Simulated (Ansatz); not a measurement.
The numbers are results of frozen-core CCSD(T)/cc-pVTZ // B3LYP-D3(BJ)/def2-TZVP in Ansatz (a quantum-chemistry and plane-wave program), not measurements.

Ansatz 0.2 input:
```yaml
crystal:
  periodic: [false, false, false]
  atoms:
    - { symbol: C, position_ang: [0.0, 0.0, 0.0] }
    - { symbol: H, position_ang: [-0.531968, -0.172862, 0.934596] }
    - { symbol: H, position_ang: [0.244831, 1.057652, -0.088142] }
    - { symbol: H, position_ang: [-0.630263, -0.297742, -0.836934] }
    - { symbol: H, position_ang: [0.9174, -0.587049, -0.00952] }
basis:
  gaussian: { orbitals: cc-pVTZ }
correlation:
  method: ccsd_t
```

Output:

```
Functional definition: HF
464 factors; integrals over basis functions are off by at most 8.8e-4 eV
mean field evaluation 1: about -1093.1140 eV, gradient 2.2e1 eV
mean field evaluation 2: about -1093.1125 eV, gradient 2.2e1 eV
mean field evaluation 4: about -1094.2497 eV, gradient 1.5e0 eV
mean field evaluation 8: about -1094.2605 eV, gradient 1.7e-4 eV
mean field evaluation 16: about -1094.2603 eV, gradient 2.1e-1 eV
mean field -1094.26053047 eV, -40.2133327782 hartree, gradient 1.7e-6 eV, S^2 0.000000; 0 other end points of the search recorded, 0 dependent functions left out
1 core orbitals not correlated
reference -1094.26053047 eV, -40.2133327782 hartree; 4, 4 occupied and 81, 81 virtual orbitals, 464 factors
second order -5.39589135 eV of doubles, -0.00000000 eV of singles
cycle   1  -5.78479174 eV  change   -3.9e-1 eV  update   4.2e-2
cycle   2  -5.92927008 eV  change   -1.4e-1 eV  update   1.2e-2
cycle   3  -5.94530929 eV  change   -1.6e-2 eV  update   3.6e-3
cycle   4  -5.94512048 eV  change    1.9e-4 eV  update   8.0e-4
cycle   5  -5.94523135 eV  change   -1.1e-4 eV  update   1.7e-4
cycle   6  -5.94523614 eV  change   -4.8e-6 eV  update   3.4e-5
cycle   7  -5.94525043 eV  change   -1.4e-5 eV  update   7.6e-6
cycle   8  -5.94525058 eV  change   -1.5e-7 eV  update   1.3e-6
perturbative correction -0.17097183 eV, -0.0062830988 hartree
Total energy: -1100.37675288 eV, -40.4380998061 hartree
```

Cost: about 1.0 core-seconds (a rough figure).
